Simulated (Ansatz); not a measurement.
**[NH2···H···H], doublet: the ladder up to full CI**

Geometry: a point of a hydrogen-transfer path between rigid fragments, not a stationary point.

```
atom    x (Å)    y (Å)    z (Å)
   N  -0.1364  -0.0316  -0.0492
   H  -0.4337   0.9362  -0.0492
   H  -0.4337  -0.4339   0.8311
   H   0.8761  -0.0316  -0.0492
   H   1.8866  -0.0316  -0.0492
```

Basis 6-31G; Ansatz 0.2.0. Correlated methods freeze the noble-gas cores, which leaves 9 electrons in 16 orbitals. R marks a restricted (for open shells ROHF) determinant, U an unrestricted one. Active spaces: pair = (3e, 3o) about the gap; valence = (9e, 8o) chosen from the atoms' valence shells.

Full CI is exact within this basis and frozen core; it isn't the basis-set limit. The frozen core follows each run's orbitals, which can shift R against U totals by a few meV.

For open shells CISD and CISDTQ are restricted-active-space CI with the open shells as a complete middle space.

```
UHF ⟨S²⟩                          : 0.761
T1 diagnostic (RCCSD)             : 0.0212
largest doubles amplitude (RCCSD) : 0.043
T1 diagnostic (UCCSD)             : 0.0118
```

```json
{"level": "RHF", "E − E(full CI) (mEh)": "138.61", "share of correlation (%)": "0.00", "wall time": "–"}
{"level": "UHF", "E − E(full CI) (mEh)": "134.86", "share of correlation (%)": "2.71", "wall time": "–"}
{"level": "RMP2", "E − E(full CI) (mEh)": "16.40", "share of correlation (%)": "88.17", "wall time": "–"}
{"level": "UMP2", "E − E(full CI) (mEh)": "16.40", "share of correlation (%)": "88.17", "wall time": "–"}
{"level": "CISD", "E − E(full CI) (mEh)": "8.19", "share of correlation (%)": "94.09", "wall time": "0.36 s"}
{"level": "RCCSD", "E − E(full CI) (mEh)": "2.21", "share of correlation (%)": "98.41", "wall time": "–"}
{"level": "UCCSD", "E − E(full CI) (mEh)": "2.14", "share of correlation (%)": "98.45", "wall time": "–"}
{"level": "RCCSD(T)", "E − E(full CI) (mEh)": "0.51", "share of correlation (%)": "99.63", "wall time": "0.51 s"}
{"level": "UCCSD(T)", "E − E(full CI) (mEh)": "0.50", "share of correlation (%)": "99.64", "wall time": "0.48 s"}
{"level": "BCCD(T)", "E − E(full CI) (mEh)": "0.51", "share of correlation (%)": "99.63", "wall time": "0.48 s"}
{"level": "RCCSDT", "E − E(full CI) (mEh)": "0.31", "share of correlation (%)": "99.77", "wall time": "–"}
{"level": "UCCSDT", "E − E(full CI) (mEh)": "0.31", "share of correlation (%)": "99.78", "wall time": "–"}
{"level": "CISDTQ", "E − E(full CI) (mEh)": "0.25", "share of correlation (%)": "99.82", "wall time": "2.6 s"}
{"level": "RCCSDT(Q)", "E − E(full CI) (mEh)": "0.00", "share of correlation (%)": "100.00", "wall time": "2.7 s"}
{"level": "UCCSDT(Q)", "E − E(full CI) (mEh)": "0.00", "share of correlation (%)": "100.00", "wall time": "2.4 s"}
{"level": "RCCSDTQ", "E − E(full CI) (mEh)": "0.02", "share of correlation (%)": "99.99", "wall time": "24 s"}
{"level": "UCCSDTQ", "E − E(full CI) (mEh)": "0.01", "share of correlation (%)": "99.99", "wall time": "24 s"}
{"level": "CASSCF (pair space)", "E − E(full CI) (mEh)": "118.68", "share of correlation (%)": "14.38", "wall time": "–"}
{"level": "NEVPT2 (pair space)", "E − E(full CI) (mEh)": "13.58", "share of correlation (%)": "90.20", "wall time": "0.27 s"}
{"level": "CASSCF (valence space)", "E − E(full CI) (mEh)": "61.03", "share of correlation (%)": "55.97", "wall time": "–"}
{"level": "NEVPT2 (valence space)", "E − E(full CI) (mEh)": "11.52", "share of correlation (%)": "91.69", "wall time": "1.9 s"}
{"level": "MRCISD (valence space)", "E − E(full CI) (mEh)": "1.64", "share of correlation (%)": "98.82", "wall time": "–"}
{"level": "MRCISD+Q (valence space)", "E − E(full CI) (mEh)": "0.22", "share of correlation (%)": "99.84", "wall time": "2.7 s"}
{"level": "MRCISD+Q(relaxed) (valence space)", "E − E(full CI) (mEh)": "-0.24", "share of correlation (%)": "100.17", "wall time": "3.3 s"}
```

The correlation energy at full CI, counted from RHF, is -3.772 eV. That run took 28 s on 1 thread of Arm Neoverse V1, shared host over 3,977,040 determinants.

Times hold each run's SCF and search for its determinant on a shared host, so for small cases they say little of a method's own cost; they ran on 1 thread of Arm Neoverse V1.

Not variational, and here over 5 meV under the exact energy: MRCISD+Q(relaxed) (valence space).

The full-CI state has the irrep A' of Cs, in the program's axes.

Natural occupations of full CI about the gap: 1.984 1.972 1.968 1.968 1.001 0.026 0.025 0.022 0.017 0.005; effectively unpaired electrons, Σ n²(2−n)², 1.02.
